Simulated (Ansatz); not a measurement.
**Te (model structure, started from the dhcp type, P6₃/mmc, No. 194, 4 atoms in the cell)**

Computed with PBEsol in Ansatz (plane waves, PAW).

Numerical settings: plane-wave cutoff 500 eV, 18×18×4 k mesh (along the axes of the cell as run), Fermi–Dirac smearing 0.05 eV, scalar-relativistic PAW data made under PBE.

Cell (relaxed at this level):

```yaml
crystal:
  lattice:
    - [4.05457, 0.00000, 0.00000]
    - [-2.02728, 3.51136, 0.00000]
    - [0.00000, 0.00000, 8.47805]
  atoms:
    - { symbol: Te, position: [0.00000, 0.00000, 0.00000] }
    - { symbol: Te, position: [0.00000, 0.00000, 0.50000] }
    - { symbol: Te, position: [0.33333, 0.66667, 0.25000] }
    - { symbol: Te, position: [0.66667, 0.33333, 0.75000] }
```

```yaml
band_gap: zero (no gap)
```

Note: the relaxation could raise the start's symmetry but not lower it, so the cell can be a saddle point.

Spin–orbit coupling is not included.

A model structure was made by putting elements into a prototype or built by hand; it is no filed structure, need not be a known phase, and can be a saddle point held by its symmetry.

Ansatz is a quantum-chemistry and plane-wave program.
